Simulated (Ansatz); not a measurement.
## hcp Os

These are PBE (PAW; Ansatz, a program for electronic structure) values and carry that method's errors.

Numerical settings: plane-wave cutoff 520 eV, 24×24×14 k mesh (along the axes of the cell as run), Fermi–Dirac smearing 0.05 eV, no spin polarisation, scalar-relativistic PAW data made under PBE.

Cell: relaxed at this level.

```json
{
  "equilibrium_volume_per_atom": "14.28 Å³/atom",
  "bulk_modulus": "397 GPa",
  "lattice_parameter_a": "2.754 Å",
  "c axis length": "4.346 Å",
  "band_gap": "none",
  "pressure derivative B′ of the bulk modulus": "4.8"
}
```

Measured, for comparison: bulk modulus 425 GPa (zero-point energy and finite temperature contributions removed; as tabulated in doi:10.1021/acs.jctc.3c00612); lattice constant a 2.734 Å (293 K, not corrected to a static lattice, our sources range from 2.734 to 2.740; as tabulated in Wikipedia's data pages); lattice parameter c 4.320 Å (293 K, not corrected to a static lattice; as tabulated in Wikipedia's data pages). Computed (rounded) less measured: bulk modulus -7 %, lattice constant a +0.7 % (+0.5 % to +0.7 % over the range), lattice parameter c +0.6 %.

Note: the bulk modulus comes from volumes at which shape and atoms were relaxed.

Spin–orbit coupling is not included.

The computed numbers hold no vibrational or temperature effects.
